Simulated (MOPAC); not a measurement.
Input file for MOPAC: AM1 on H (SMILES [H]), 2S+1 = 2.

```
AM1 1SCF PRECISE CHARGE=0 UHF MS=0.5 THREADS=1
H

H      0.00000000 1     0.00000000 1     0.00000000 1
```

Program output:

```
*******************************************************************************
 **                                                                           **
 **                              MOPAC v23.2.5                                **
 **                                                                           **
 *******************************************************************************
 ** MOPAC's Digital Object Identifier: https://doi.org/10.5281/zenodo.6511958 **
 **                                                                           **
 ** Please cite the open-source release paper for use of this MOPAC version:  **
 ** J. E. Moussa and J. J. P. Stewart (2026)                                  **
 ** MOPAC: An open-source semiempirical molecular orbital program             **
 ** J. Open Source Softw., 11(119), 8025, https://doi.org/10.21105/joss.08025 **
 *******************************************************************************

                              AM1 CALCULATION RESULTS

 *******************************************************************************
 *  AM1        - The AM1 Hamiltonian to be used
 *  UHF        - UNRESTRICTED HARTREE-FOCK CALCULATION
 *
 *
 *
 *                 CHARGE ON SYSTEM = 0
 *
 *
 *
 *  MS=        - IN MECI, MAGNETIC COMPONENT OF SPIN =  0.5
 *  PRECISE    - TIGHTER CRITERIA TO BE USED
 *  1SCF       - DO 1 SCF AND THEN STOP
 *  THREADS=1  - MULTI-THREADING NOT USED
 *  T=         - A TIME OF 172800.0 SECONDS REQUESTED
 *  DUMP=N     - RESTART FILE WRITTEN EVERY 7200.0 SECONDS REQUESTED
 *******************************************************************************
AM1 1SCF PRECISE CHARGE=0 UHF MS=0.5 THREADS=1
 H

   ATOM   CHEMICAL          X               Y               Z
  NUMBER   SYMBOL      (ANGSTROMS)     (ANGSTROMS)     (ANGSTROMS)

     1       H          0.00000000  *   0.00000000  *   0.00000000  *



          CARTESIAN COORDINATES

    NO.       ATOM           X           Y           Z

     1         H          0.0000      0.0000      0.0000

  H: (AM1): M.J.S. DEWAR ET AL, J. AM. CHEM. SOC. 107 3902-3909 (1985)

           Empirical Formula: H  =     1 atoms



      MOLECULAR POINT GROUP   :   R3


          UHF CALCULATION, NO. OF ALPHA ELECTRONS =    1
                           NO. OF BETA  ELECTRONS =    0

 -------------------------------------------------------------------------------
 AM1 1SCF PRECISE CHARGE=0 UHF MS=0.5 THREADS=1
 H



     1SCF WAS SPECIFIED, SO BFGS WAS NOT USED
     SCF FIELD WAS ACHIEVED


                              AM1 CALCULATION
                                                       MOPAC v23.2.5 Linux




          FINAL HEAT OF FORMATION =         52.10200 KCAL/MOL =     217.99477 KJ/MOL


          COSMO AREA              =         21.24 SQUARE ANGSTROMS
          COSMO VOLUME            =          9.20 CUBIC ANGSTROMS

          IONIZATION POTENTIAL    =         11.396427 EV
          ALPHA SOMO LUMO (EV)    =        -11.396
          NO. OF ALPHA ELECTRONS  =          1
          NO. OF BETA  ELECTRONS  =          0
          MOLECULAR WEIGHT        =          1.0079         POINT GROUP:  R3


          SCF CALCULATIONS        =          1





   ATOM   CHEMICAL          X               Y               Z
  NUMBER   SYMBOL      (ANGSTROMS)     (ANGSTROMS)     (ANGSTROMS)

     1       H          0.00000000  *   0.00000000  *   0.00000000  *

                             CARTESIAN COORDINATES

   1    H        0.000000000     0.000000000     0.000000000


           Empirical Formula: H  =     1 atoms



      MOLECULAR POINT GROUP   :   R3


          ALPHA EIGENVALUES
 -11.39643


           BETA EIGENVALUES
   1.45157


              NET ATOMIC CHARGES AND DIPOLE CONTRIBUTIONS

  ATOM NO.   TYPE          CHARGE      No. of ELECS.   s-Pop
    1          H           0.000000        1.0000     1.00000
 DIPOLE           X         Y         Z       TOTAL
 POINT-CHG.     0.000     0.000     0.000     0.000
 HYBRID         0.000     0.000     0.000     0.000
 SUM            0.000     0.000     0.000     0.000


          ATOMIC ORBITAL ELECTRON POPULATIONS

     Atom    s
    1  H   1.00000


                    (SZ)    =    0.500000
                    (S**2)  =    0.750000


          ATOMIC ORBITAL SPIN POPULATIONS

    Atom   Total    s
         Atomic
    1  H  1.0000  1.000

 **********************
 *                    *
 * JOB ENDED NORMALLY *
 *                    *
 **********************




 == MOPAC DONE ==
```

The run finished.

Cost: about 0.03 core-seconds (a rough figure).
